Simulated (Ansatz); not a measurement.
Geometry optimisation, RKS PBE/def2-SVP (Ansatz).

input.yaml

```yaml
crystal:
  periodic: [false, false, false]
  atoms:
    - { symbol: C, position_ang: [-0.9681, 0.283, 0.1357] }
    - { symbol: "N", position_ang: [0.3868, 0.7058, 0.0946] }
    - { symbol: C, position_ang: [1.1471, -0.2799, -0.1464] }
    - { symbol: F, position_ang: [2.43519, -0.24345, -0.26231] }
    - { symbol: Cl, position_ang: [0.44893, -1.85165, -0.39726] }
    - { symbol: H, position_ang: [-1.6233, 1.2329, 0.3204] }
    - { symbol: H, position_ang: [-1.1931, -0.3927, 0.9254] }
    - { symbol: H, position_ang: [-1.3007, -0.0677, -0.8447] }
basis:
  gaussian: { orbitals: def2-SVP }
hamiltonian:
  xc: pbe
relax:
  f_tol: 0.015
  max_steps: 40
output:
  orbitals: {}
```

Launched with:

```bash
$ ansatz run input.yaml --threads 1 --pin off --max-ram 2048MiB --backend cpu --events-out ev --progress --plain --runs-dir out
```

Question: Where does it end, and by what steps?

Answer: It converged. After 21 steps the energy has fallen by 0.575 eV; Cl5 moved furthest, 0.89 Å.

```json
{"step": "0", "energy less start (eV)": "0.0000", "largest force component (eV/Å)": "4.304", "accepted": "yes"}
{"step": "1", "energy less start (eV)": "-0.4394", "largest force component (eV/Å)": "1.529", "accepted": "yes"}
{"step": "2", "energy less start (eV)": "-0.4948", "largest force component (eV/Å)": "0.813", "accepted": "yes"}
{"step": "3", "energy less start (eV)": "-0.5282", "largest force component (eV/Å)": "0.596", "accepted": "yes"}
{"step": "4", "energy less start (eV)": "-0.5361", "largest force component (eV/Å)": "0.240", "accepted": "yes"}
{"step": "5", "energy less start (eV)": "-0.5373", "largest force component (eV/Å)": "0.048", "accepted": "yes"}
{"step": "6", "energy less start (eV)": "-0.5373", "largest force component (eV/Å)": "0.026", "accepted": "yes"}
{"step": "7", "energy less start (eV)": "-0.5374", "largest force component (eV/Å)": "0.030", "accepted": "yes"}
{"step": "8", "energy less start (eV)": "-0.5378", "largest force component (eV/Å)": "0.202", "accepted": "yes"}
{"step": "9", "energy less start (eV)": "-0.5223", "largest force component (eV/Å)": "0.674", "accepted": "no"}
{"step": "10", "energy less start (eV)": "-0.5422", "largest force component (eV/Å)": "0.093", "accepted": "yes"}
{"step": "11", "energy less start (eV)": "-0.5462", "largest force component (eV/Å)": "0.154", "accepted": "yes"}
{"step": "12", "energy less start (eV)": "-0.5136", "largest force component (eV/Å)": "0.868", "accepted": "no"}
{"step": "13", "energy less start (eV)": "-0.5529", "largest force component (eV/Å)": "0.088", "accepted": "yes"}
{"step": "14", "energy less start (eV)": "-0.5585", "largest force component (eV/Å)": "0.073", "accepted": "yes"}
{"step": "15", "energy less start (eV)": "-0.5641", "largest force component (eV/Å)": "0.182", "accepted": "yes"}
{"step": "16", "energy less start (eV)": "-0.5666", "largest force component (eV/Å)": "0.190", "accepted": "yes"}
{"step": "17", "energy less start (eV)": "-0.5731", "largest force component (eV/Å)": "0.030", "accepted": "yes"}
{"step": "18", "energy less start (eV)": "-0.5743", "largest force component (eV/Å)": "0.018", "accepted": "yes"}
{"step": "19", "energy less start (eV)": "-0.5738", "largest force component (eV/Å)": "0.137", "accepted": "no"}
{"step": "20", "energy less start (eV)": "-0.5744", "largest force component (eV/Å)": "0.077", "accepted": "yes"}
{"step": "21", "energy less start (eV)": "-0.5748", "largest force component (eV/Å)": "0.014", "accepted": "yes"}
```

```xyz
8
Properties=species:S:1:pos:R:3
C -1.072 0.334 0.236
N 0.359 0.425 0.355
C 1.162 -0.366 -0.183
F 2.478 -0.243 -0.044
Cl 0.804 -1.768 -1.204
H -1.463 1.281 -0.193
H -1.517 0.243 1.249
H -1.420 -0.518 -0.390
```

Run time: 85 s on 1 thread of AMD EPYC 7R43 64-Core Processor (Zen 3), on a shared host, peak memory 0.16 GiB.
